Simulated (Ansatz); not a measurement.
## Basis-set limit of HSCl, triplet

```yaml
atoms:
  - { symbol: Cl, position_ang: [0.0000, 0.0000, -1.7477] }
  - { symbol: H, position_ang: [0.0000, 0.0000, 0.0753] }
  - { symbol: S, position_ang: [0.0000, 0.0000, 1.6723] }
```

Connectivity, by distances: Cl ··· SH.

Ansatz 0.2.0, UHF determinant, valence electrons correlated. Energies in eV.

```
       set  X  functions  Hartree–Fock  MP2 correlation  CCSD(T) correlation                                                                                              time
def2-TZVPP  3         98   -23334.9947          -8.8199             -10.5651  25 s on 1 × NVIDIA H100 80GB HBM3 with 1 thread of AMD EPYC 7R13 Processor (Zen 3) (shared host)
def2-QZVPP  4        170   -23335.6451          -9.6990             -11.4443  37 s on 1 × NVIDIA H100 80GB HBM3 with 1 thread of AMD EPYC 7R13 Processor (Zen 3) (shared host)
```

Hartree–Fock is taken to follow E(X) = E∞ + A·exp(−7.88·√X), correlation E(X) = E∞ + B·X^−2.97.

Cautions: lower spins were not checked.

Question: Work out the CCSD(T) energy at the limit, and how far the shortcut misses it that extrapolates MP2 and adds CCSD(T) minus MP2 from the smaller set.

Answer: Hartree–Fock: E∞ = E4 + 0.1377·(E4 − E3) = -23335.7347. Correlation: E∞ = E4 + 0.7407·(E4 − E3) = -12.0956 for CCSD(T) and -10.3502 for MP2. The limit is -23347.8303 eV, 0.741 eV below def2-QZVPP. The shortcut gives a correlation energy of -10.3502 + (-1.7452) = -12.0955, 0 meV higher than the direct value.

Past Ne part of the Hartree–Fock step between the two sets comes from the cores, which don't follow the formula, so the 90 meV that it adds to the total can overshoot; that part largely cancels in differences.
